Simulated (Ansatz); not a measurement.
Basis-set series for `P#[P+]` radical. Charge 1, multiplicity 2. The geometry is a stationary point of PBE0-D4/def2-TZVP.

```json
{"functional": "PBE0-D4", "basis": "def2-SVP", "functions": "36", "energy (Eh)": "-681.83134", "HOMO (eV)": "-15.10", "LUMO (eV)": "-12.79"}
{"functional": "PBE0-D4", "basis": "def2-QZVPP", "functions": "140", "energy (Eh)": "-682.09011", "HOMO (eV)": "-14.94", "LUMO (eV)": "-12.52"}
{"functional": "ωB97M-V", "basis": "def2-SVP", "functions": "36", "energy (Eh)": "-682.06104", "HOMO (eV)": "-17.00", "LUMO (eV)": "-10.60"}
{"functional": "ωB97M-V", "basis": "def2-QZVPP", "functions": "140", "energy (Eh)": "-682.31659", "HOMO (eV)": "-16.85", "LUMO (eV)": "-10.36"}
```

**Question.** Give the rows for def2-TZVPP. (Estimate.)

**Answer.** Computed: 
| functional | basis | functions | energy (Eh) | HOMO (eV) | LUMO (eV) |
| --- | --- | --- | --- | --- | --- |
| PBE0-D4 | def2-TZVPP | 84 | -682.06881 | -14.94 | -12.53 |
| ωB97M-V | def2-TZVPP | 84 | -682.29680 | -16.84 | -10.36 |

HOMO and LUMO are taken over both spins.
